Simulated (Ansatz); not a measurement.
**Scan of the H5–C1–Cl2 angle**

CH3Cl (SMILES CCl), closed shell, at its PBE0-D4/def2-TZVP minimum:

```xyz
5
angstrom
C -0.1209 0.0100 0.0513
Cl 1.4694 -0.2908 -0.6725
H -0.2848 -0.7154 0.8447
H -0.8800 -0.0971 -0.7201
H -0.1338 1.0197 0.4551
```

The angle H5–C1–Cl2 (108.6° at the minimum) is set to the values below, H5, with anything bonded beyond it, turning rigidly in the plane of the angle. Each method's energies count from its own value at the PBE0-D4 minimum structure. Computed with Ansatz 0.2.0 (basis: def2-TZVPP); correlated methods freeze the cores. B3LYP uses VWN-RPA correlation.

CCSD(T) energies along the scan:
```tsv
angle (°)	CCSD(T) (kJ/mol)
90.6	30.4
95.1	17.0
99.6	7.6
104.1	1.9
108.6	0.0
113.1	1.7
117.6	6.8
122.1	15.5
126.6	27.5
```
They count from the CCSD(T) energy at the PBE0-D4 minimum.

Minimum and curvature along this coordinate at CCSD(T): A fifth-order fit through the nearest points gives 108.8°, with a curvature of about 1.8 meV/deg².

Largest difference from the CCSD(T) curve over the scan: PBE-D4 2.0; PBE0-D4 0.9; B3LYP-D4 0.6; wB97M-V 0.7 kJ/mol. Each curve counts from its own value at the minimum.

No T1 diagnostic of these runs exceeds 0.009.

For scale, one of the runs: CCSD(T)/def2-TZVPP, 115 basis functions (an equivalent command: `ansatz run in.yaml --threads 2`). Hardware: 2 CPU threads, shared host. Wall time about 4 s.
